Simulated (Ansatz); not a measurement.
in.yaml

```yaml
crystal:
  periodic: [false, false, false]
  atoms:
    - {symbol: H, position_ang: [-1.994173, 0.000000, 0.000000]}
    - {symbol: H, position_ang: [-1.045173, 0.000000, 0.000000]}
    - {symbol: B, position_ang: [0.158827, 0.000000, 0.000000]}
    - {symbol: H, position_ang: [0.667900, 0.000000, 1.077008]}
    - {symbol: H, position_ang: [0.667900, 0.000000, -1.077008]}
basis:
  gaussian: {orbitals: cc-pVDZ}
magnetization: {spin_polarized: false, initial_magnetization: 1}
correlation: {method: ccsdtq, electrons: outside_noble_gas}
```

```sh
$ ansatz run in.yaml --threads 2 --pin off --events-out ev --progress --plain --max-ram 24576MiB --backend cuda --devices 0, --max-vram 18GiB
```

The program prints:

```
600 factors; integrals over basis functions are off by at most 2.4e-7 eV
mean field evaluation 1: about -729.5767 eV, gradient 1.0e1 eV
mean field evaluation 2: about -729.5765 eV, gradient 1.0e1 eV
mean field evaluation 4: about -730.3550 eV, gradient 9.2e-1 eV
mean field evaluation 8: about -730.3761 eV, gradient 4.0e-4 eV
mean field evaluation 16: about -730.3762 eV, gradient 1.1e-1 eV
mean field evaluation 32: about -728.8837 eV, gradient 8.7e-2 eV
mean field evaluation 64: about -730.3761 eV, gradient 6.8e-4 eV
mean field -730.37607723 eV, -26.8408257715 hartree, gradient 1.3e-6 eV, S^2 0.750000; 3 other end points of the search recorded, 0 dependent functions left out
determinant -730.37607723 eV, -26.8408257715 hartree, with singles and doubles -733.99090203 eV, -26.9736681326 hartree
determinant -728.88345861 eV, -26.7859730490 hartree, with singles and doubles -732.91859518 eV, -26.9342615829 hartree
1 core orbitals not correlated: weight in the atoms' cores, before any rotation towards them, 1.000 or more for the frozen orbitals, at most 0.000 for the correlated occupied ones
reference -730.37607723 eV, -26.8408257715 hartree; 4, 3 occupied and 29, 30 virtual orbitals, 600 factors
second order -2.80923077 eV of doubles, -0.07570637 eV of singles
cycle   1  -3.42650960 eV  change   -5.4e-1 eV  update   5.1e-2
cycle   2  -3.67447269 eV  change   -2.5e-1 eV  update   2.0e-2
cycle   3  -3.67993064 eV  change   -5.5e-3 eV  update   6.4e-3
cycle   4  -3.68509355 eV  change   -5.2e-3 eV  update   3.0e-3
cycle   5  -3.68461768 eV  change    4.8e-4 eV  update   1.1e-3
cycle   6  -3.68406168 eV  change    5.6e-4 eV  update   3.7e-4
cycle   7  -3.68426050 eV  change   -2.0e-4 eV  update   1.8e-4
cycle   8  -3.68434132 eV  change   -8.1e-5 eV  update   7.2e-5
cycle   9  -3.68431955 eV  change    2.2e-5 eV  update   3.1e-5
cycle  10  -3.68431870 eV  change    8.5e-7 eV  update   1.1e-5
cycle  11  -3.68431974 eV  change   -1.0e-6 eV  update   4.5e-6
cycle  12  -3.68432126 eV  change   -1.5e-6 eV  update   2.0e-6
cycle  13  -3.68432124 eV  change    1.8e-8 eV  update   8.9e-7
cycle  14  -3.68432054 eV  change    7.1e-7 eV  update   4.4e-7
cycle  15  -3.68432028 eV  change    2.6e-7 eV  update   1.9e-7
Total energy: -734.06039751 eV, -26.9762220443 hartree
```

For the same geometry and basis full CI lies 0.1 meV lower.

Ran on 2 threads of AMD EPYC 7R13 with a shared H100 80 GB, shared host: 19 s wall, 0.83 GiB peak host memory.
